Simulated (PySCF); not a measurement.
# Computed and reference excited states of TT (`c1cc2sccc2s1`)

Published values to compare with (the computed states carry no symmetry labels, so the two lists aren't matched line by line):

```
    state  E (eV)  f   kind of transition  source
3Bu(π→π*)    3.46     vertical absorption     [1]
3Bu(π→π*)    4.26     vertical absorption     [1]
3Ag(π→π*)    4.58     vertical absorption     [1]
1Bu(π→π*)    4.96     vertical absorption     [1]
1Bu(π→π*)    5.22     vertical absorption     [1]
 1Bg(Ryd)    5.41     vertical absorption     [1]
 1Au(Ryd)    5.52     vertical absorption     [1]
```

[1] computed, CC3/aug-cc-pVTZ, gas; Loos, Jacquemin, bicyclic systems (2021), arXiv:2109.13894

Species: TT, C₆H₄S₂.
SMILES with atom numbers: `[cH:1]1[cH:2][c:3]2[s:4][cH:5][cH:6][c:7]2[s:8]1` (hydrogens: H9 on C1; H10 on C2; H11 on C5; H12 on C6)

Method used: PySCF, TDDFT wB97X-D/def2-SVPD, vertical, gas phase, core orbitals frozen in the response. Geometry: GFN2-xTB; no solvent, vibrations or thermal averaging.

Computed singlets: 5.03 eV (f 0.264); 5.26 eV (f 0.098); 5.73 eV (f 0.000); 5.92 eV (f 0.000); 5.95 eV (f 0.000); 6.23 eV (f 0.000); 6.24 eV (f 0.000); 6.46 eV (f 0.003). Computed triplets (Tamm–Dancoff): 3.39, 4.15, 4.64 eV.

Question: How does the lowest computed singlet compare with the best estimate listed for the lowest singlet (vertical absorption)?

Answer: 5.03 eV against 4.96 eV for 1Bu(π→π*) [1]: a difference of +0.07 eV. Geometry and basis of the two calculations needn't be the same.

Question: How does the lowest computed triplet compare with the best estimate listed for the lowest triplet (vertical absorption)?

Answer: 3.39 eV against 3.46 eV for 3Bu(π→π*) [1]: a difference of -0.07 eV. Geometry and basis of the two calculations needn't be the same.
